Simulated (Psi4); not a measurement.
**F2 (fluorine) at HF/STO-3G**

Aim: the vertical singlet–triplet gap of F2 (fluorine) at HF/STO-3G, from 2 runs. 

Program for the calculation: Psi4 1.11.

1 further run of the same task is left out (set aside as unsound or not needed).

## Step 1: The molecule

The species is F2 (2 atoms), meant as a singlet with charge 0. SMILES: `FF`. The shape is that of a PBE0-D4/def2-TZVP optimisation.

Bond lengths: F1–F2 1.376 Å.

## Step 2: Energy and forces at HF/STO-3G

Contents of run.py:

```python
import numpy as np
from ase.calculators.psi4 import Psi4
from ase import Atoms

a = Atoms(['F', 'F'], positions=[
    [-0.583900, 0.212400, -0.295000],
    [0.583900, -0.212400, 0.295000],
])
calc = Psi4(atoms=a, method='scf', basis='STO-3G', memory='1600MB', num_threads=1, charge=0, multiplicity=1, label='psi4-calc', reference='rhf')
calc.psi4.set_options({'puream': True, 'e_convergence': 1e-09, 'd_convergence': 1e-08, 'scf_type': 'pk'})
a.calc = calc

forces = a.get_forces()
print(f'energy: {a.get_potential_energy():.6f} eV')
print('forces / eV A^-1')
print(np.round(forces, 5))
```

Command:

```
$ python run.py
```

psi4-calc.dat (excerpt; [...] marks lines left out):

```text
[...]
  Running in c1 symmetry.
[...]
  Nuclear repulsion =   31.159450748216873
[...]
  Multiplicity = 1
[...]
  Nalpha       = 9
  Nbeta        = 9
[...]
    Number of basis functions: 10
[...]
   @RHF iter   1:  -195.96625130501275   -9.45525e-01   1.16135e-02 ADIIS/DIIS
[...]
   @RHF iter   5:  -195.97565295572579   -5.99698e-12   4.38985e-10 DIIS
[...]
    Orbital Energies [Eh]
    ---------------------
    Doubly Occupied:
       1A    -26.040602     2A    -26.039659     3A     -1.643306
       4A     -1.340615     5A     -0.619340     6A     -0.619340
       7A     -0.567923     8A     -0.464162     9A     -0.464162
[...]
  @RHF Final Energy:  -195.97565295572579
   => Energetics <=
    Nuclear Repulsion Energy =             31.1594507482168730
    One-Electron Energy =                -338.6719899149369439
    Two-Electron Energy =                 111.5368862109942540
    Total Energy =                       -195.9756529557257920
[...]
 Multipole Moments:
 ------------------------------------------------------------------------------------
     Multipole            Electronic (a.u.)      Nuclear  (a.u.)        Total (a.u.)
 ------------------------------------------------------------------------------------
 L = 1.  Multiply by 2.5417464519 to convert [e a0] to [Debye]
 Dipole X            :         -0.0000000            0.0000000           -0.0000000
 Dipole Y            :          0.0000000            0.0000000            0.0000000
 Dipole Z            :         -0.0000000            0.0000000           -0.0000000
 Magnitude           :                                                    0.0000000
[...]
  -Total Gradient:
     Atom            X                  Y                   Z
    ------   -----------------  -----------------  -----------------
       1       -0.082773282093     0.030109685077    -0.041819007051
       2        0.082773282093    -0.030109685077     0.041819007051
[...]
```

The script printed:

```text
energy: -5332.769144 eV
forces / eV A^-1
[[ 4.25637 -1.5483   2.15042]
 [-4.25637  1.5483  -2.15042]]
```

It took 1.4 s on 1 thread of Intel Xeon 6975P-C (Granite Rapids), shared host; peak memory 0.19 GiB.

## Step 3: The triplet: a single-point energy at UHF/STO-3G

Contents of f2.py:

```python
import psi4

psi4.set_memory(1600000000)
psi4.set_num_threads(1)
psi4.set_output_file('run.log', False)

molecule = psi4.geometry("""
0 3
F     -0.583900     0.212400    -0.295000
F      0.583900    -0.212400     0.295000
units angstrom
symmetry c1
""")

options = {'reference': 'uhf', 'puream': True, 'e_convergence': 1e-09, 'd_convergence': 1e-08, 'scf_type': 'pk', 'maxiter': 200}
psi4.set_options(options)

e, wfn = psi4.energy("scf/STO-3G", molecule=molecule, return_wfn=True)
psi4.oeprop(wfn, "WIBERG_LOWDIN_INDICES", "MULLIKEN_CHARGES", "QUADRUPOLE")
print('E =', round(e, 9))
for k, v in sorted(psi4.core.scalar_variables().items()):
    print(f'{k:45s} {v:18.10f}')
```

Command:

```
$ python f2.py
```

run.log (excerpt; [...] marks lines left out):

```text
[...]
  Running in c1 symmetry.
[...]
  Nuclear repulsion =   31.159450748216873
[...]
  Multiplicity = 3
[...]
  Nalpha       = 10
  Nbeta        = 8
[...]
    Number of basis functions: 10
[...]
   @UHF iter   1:  -195.80028788108817   -7.79561e-01   2.52871e-03 ADIIS/DIIS
[...]
   @UHF iter   5:  -195.80082662293262    2.84217e-14   4.73454e-14 DIIS
[...]
   @S^2 Observed:                2.000000000E+00
[...]
  @UHF Final Energy:  -195.80082662293262
   => Energetics <=
    Nuclear Repulsion Energy =             31.1594507482168730
    One-Electron Energy =                -339.1386250322796627
    Two-Electron Energy =                 112.1783476611301467
    Total Energy =                       -195.8008266229326182
  UHF NO Occupations:
  HONO-2 :    8  A 2.0000000
  HONO-1 :    9  A 1.0000000
[...]
 Multipole Moments:
 ------------------------------------------------------------------------------------
     Multipole            Electronic (a.u.)      Nuclear  (a.u.)        Total (a.u.)
 ------------------------------------------------------------------------------------
 L = 1.  Multiply by 2.5417464519 to convert [e a0] to [Debye]
 Dipole X            :          0.0000000            0.0000000            0.0000000
 Dipole Y            :         -0.0000000            0.0000000           -0.0000000
 Dipole Z            :          0.0000000            0.0000000            0.0000000
 Magnitude           :                                                    0.0000000
 L = 2.  Multiply by 1.3450342976 to convert [e a0^2] to [Debye ang]
 Quadrupole XX       :        -36.3515871           30.4090578           -5.9425293
 Quadrupole XY       :          0.0000000           -0.0000000            0.0000000
[...]
  Mulliken Charges: (a.u.)
   Center  Symbol    Alpha    Beta     Spin     Total
       1     F     5.00000  4.00000  1.00000 -0.00000
       2     F     5.00000  4.00000  1.00000  0.00000
   Total alpha = 10.00000, Total beta =  8.00000, Total charge = -0.00000
  Wiberg Bond Indices using Orthogonal Lowdin Orbitals:
  Total Bond Index:
  Irrep: 1 Size: 2 x 2
                 1                   2
[...]
```

On the terminal:

```text
E = -195.800826623
CURRENT ENERGY                                   -195.8008266229
CURRENT REFERENCE ENERGY                         -195.8008266229
DD SOLVATION ENERGY                                 0.0000000000
HF KINETIC ENERGY                                 194.3187591110
HF POTENTIAL ENERGY                              -390.1195857339
HF TOTAL ENERGY                                  -195.8008266229
HF VIRIAL RATIO                                     2.0076269914
NUCLEAR REPULSION ENERGY                           31.1594507482
ONE-ELECTRON ENERGY                              -339.1386250323
PCM POLARIZATION ENERGY                             0.0000000000
PE ENERGY                                           0.0000000000
SCF ITERATION ENERGY                             -195.8008266229
SCF ITERATIONS                                      5.0000000000
SCF TOTAL ENERGY                                 -195.8008266229
TWO-ELECTRON ENERGY                               112.1783476611
```

It took 1.2 s on 1 thread of Intel Xeon 6975P-C (Granite Rapids), shared host; peak memory 0.18 GiB.

## Step 4: Summary of results

At HF/STO-3G:

```
                                        quantity          value
                           singlet: total energy  -195.97565 Eh
                          singlet: dipole moment         0.00 D
                            singlet: HOMO energy      -12.63 eV
                            singlet: LUMO energy       10.38 eV
                          singlet: HOMO–LUMO gap       23.01 eV
               singlet: largest force on an atom     5.014 eV/Å
                           triplet: total energy  -195.80083 Eh
                          triplet: dipole moment         0.00 D
     triplet: HOMO energy (highest over α and β)       -7.90 eV
      triplet: LUMO energy (lowest over α and β)        5.53 eV
                                   triplet: ⟨S²⟩          2.000
vertical energy of the triplet above the singlet       4.757 eV
```

At this shape the triplet lies 4.76 eV (459 kJ/mol) above the singlet. The largest force (singlet) is 5.01 eV/Å: the shape isn't a stationary point for this species at this level. In a minimal basis such a difference can be off by several eV, whatever the method.
